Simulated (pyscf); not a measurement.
Routes from CH₄ + H₃C–SiH: [singlet]

Candidate steps break at most two bonds and form at most two. Each was searched with GFN2-xTB (tblite) first. Structures and frequencies: ωB97X-D3(BJ)/def2-SVP in PySCF. Energies: ωB97M-D3(BJ)/def2-TZVP, eV, from the separated reactants, singlet surface; ΔG‡ with ideal gas, 1 atm, RRHO with modes under 100 cm⁻¹ raised to 100, one conformer, R ln 2 for chiral ones without a mode under 150 cm⁻¹.

```tsv
products	type	ΔE‡	ΔE	ΔG‡ 298 K	ΔG‡ 900 K	ν‡ (cm⁻¹)
H₃C–SiH₂–CH₃	insertion	0.99	-2.30	1.40	2.25	1340i
H₃C–Si:–CH₃ [singlet] + H₂	four-centre exchange	1.03	+0.25	1.43	2.32	1350i
```

Plain bond fissions and candidates not yet searched are not listed, and one of them may be faster. Each barrier is that of the saddle found; lower ones may exist.
